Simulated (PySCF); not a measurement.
All runs: PySCF with density fitting, gas phase, non-relativistic, closed shells, each molecule at its own PBE0-D3(BJ)/def2-SVP geometry. Shieldings use GIAOs. Basis functions per molecule: 178–308 in aug-cc-pVDZ, 59–112 in pcSseg-0.

Mean 13C shielding (ppm):

| molecule | PBE0/aug-cc-pVDZ | PBE0/pcSseg-0 |
| --- | --- | --- |
| COC(=O)C(C)(C)C | 137.2 | 129.8 |
| C/C([SiH3])=C\F | 105.2 | 94.4 |
| CCCCOC(C)=O | 142.3 | 136.4 |
| C/C([SiH3])=C/F | 102.3 | 91.8 |
| CS[Si](C)(SC)SC | 183.9 | ? |
| CN(C)C=O | 121.8 | 113.1 |
| FC1C[SiH2]C1 | 153.7 | 150.3 |
| [SiH3]/C=C(/[SiH3])Cl | 47.1 | 37.5 |
| CC(=O)OC(C)(C)C | 137.3 | 129.5 |

**Question.** Predict the missing value of `CS[Si](C)(SC)SC` from the other molecules.

**Answer.** The basis change moves the other 8 molecules by -8.0 ppm on average (standard deviation 2.5), which puts `CS[Si](C)(SC)SC` at 183.9 − 8.0 = 175.9 ppm. A straight line through the pairs, y = 1.052x − 14.13, gives 179.3 ppm. The run gave 181.4 ppm: the mean change misses by 5.5, the line by 2.1 ppm.

**Question.** Which of the two rules would one have trusted beforehand?

**Answer.** Leaving out each listed molecule in turn and predicting it from the rest, the mean change misses by 2.16 ppm on average and the line by 2.54; so the mean change, and for `CS[Si](C)(SC)SC` it wasn't the closer one.

**Question.** Is the change the same for all, and does it alter the order of the molecules?

**Answer.** Among the 8 molecules with both values given it runs from -10.8 ppm for `C/C([SiH3])=C\F` to -3.4 ppm for `FC1C[SiH2]C1`; `CS[Si](C)(SC)SC` moves by -2.5 ppm, outside this range. The change is of one sign for all of them. Of the 28 pairs among the 8, 1 changes order, the widest-spaced at PBE0/aug-cc-pVDZ being `CC(=O)OC(C)(C)C` and `COC(=O)C(C)(C)C`, 0.1 ppm apart there.

Neither level serves as a reference here, and other classes of molecule may behave otherwise.
